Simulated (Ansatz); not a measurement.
Cost against result

The pair of HCl (SMILES Cl, atoms 1–2) and C₂H₆ (SMILES CC, atoms 3–10), both closed shells, in one local arrangement (a lower one may exist), relaxed at PBE0-D4/def2-TZVP:

| atom | x (Å) | y (Å) | z (Å) |
| --- | --- | --- | --- |
| Cl1 | 0.0125 | -0.4465 | -3.1496 |
| H2 | 0.2557 | -0.7246 | -1.9225 |
| C3 | -0.3948 | 0.8155 | 0.6675 |
| C4 | 0.3255 | -0.5195 | 0.5947 |
| H5 | -1.3156 | 0.7362 | 1.2494 |
| H6 | 0.2303 | 1.5763 | 1.1401 |
| H7 | -0.6644 | 1.1824 | -0.3257 |
| H8 | 1.2566 | -0.4431 | 0.0239 |
| H9 | -0.3018 | -1.2900 | 0.1351 |
| H10 | 0.5959 | -0.8867 | 1.5872 |

Interaction energies are counterpoise-corrected; the time is that of the whole pair.

Ansatz 0.2.0; basis: as named in each row; cores frozen in the correlated methods. B3LYP uses VWN-RPA correlation. Extrapolation: Hartree–Fock as exp(−7.88 √X), correlation as X^−2.97.

Times are rough, for one single point on 4 threads of a shared host (Intel Xeon Platinum 8488C).

The estimate by CCSD(T) at an estimated basis limit (MP2 extrapolated from triple and quadruple zeta, plus CCSD(T) − MP2 in triple zeta) is -0.063 eV.

```csv
method,basis,time (s),interaction energy (eV),method less estimate
HF,STO-3G,under 1,0.048,0.111
PBE-D4,STO-3G,under 1,-0.051,0.013
SPW92,def2-SVP,under 1,-0.108,-0.045
B3LYP-D4,6-31G,under 1,-0.060,0.004
PBE-D4,def2-SVP,under 1,-0.063,0.000
PBE0-D4,def2-SVP,under 1,-0.054,0.009
CCSD(T),def2-SVP,1,0.005,0.068
revPBE-D4,def2-TZVPPD,1,-0.054,0.009
wB97M-V,def2-SVP,2,-0.036,0.027
BLYP-D4,def2-TZVPPD,2,-0.050,0.013
PBE0-D4,def2-TZVPPD,2,-0.067,-0.004
PBE-D4,def2-TZVPPD,2,-0.074,-0.011
B3LYP-D4,def2-TZVPPD,2,-0.056,0.007
r2SCAN-D4,def2-TZVPPD,2,-0.065,-0.002
HSE06-D4,def2-TZVPPD,2,-0.067,-0.003
B97M-V,def2-TZVPPD,4,-0.063,0.001
B2PLYP,def2-TZVPPD,4,-0.025,0.038
wB97X-V,def2-TZVPPD,5,-0.059,0.004
wB97M-V,def2-TZVPPD,5,-0.058,0.005
MP2,def2-QZVPPD,17,-0.066,-0.003
CCSD(T),def2-TZVPPD,44,-0.051,0.012
```

No T1 diagnostic of these runs exceeds 0.008.
